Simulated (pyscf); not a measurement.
# Routes from `[OH][AsH][OH]` + `[AsH3]`

Candidate steps break at most two bonds and form at most two. Each was searched with GFN2-xTB (tblite) first. Single points on ωB97X-D3(BJ)/def2-SVP structures (PySCF, gas phase). Energies: ωB97M-D3(BJ)/def2-TZVP, kcal/mol, from the separated reactants, singlet surface; ΔG‡ with ideal gas, 1 atm, RRHO with modes under 100 cm⁻¹ raised to 100, one conformer, R ln 2 for chiral ones without a mode under 150 cm⁻¹.

```csv
products,type,ΔE‡,ΔE,ΔG‡ 298 K,ΔG‡ 900 K,ν‡ (cm⁻¹)
HO–As(OH)–AsH₂ + H₂,four-centre exchange,48.7,-3.1,58.0,79.1,935i
HO–AsH–O–AsH₂ + H₂,four-centre exchange,58.7,+11.2,67.5,90.0,1302i
```

Plain bond fissions and candidates not yet searched are not listed, and one of them may be faster. Each barrier is that of the saddle found; lower ones may exist. Elements up to Kr have no core potential and no relativistic terms here.
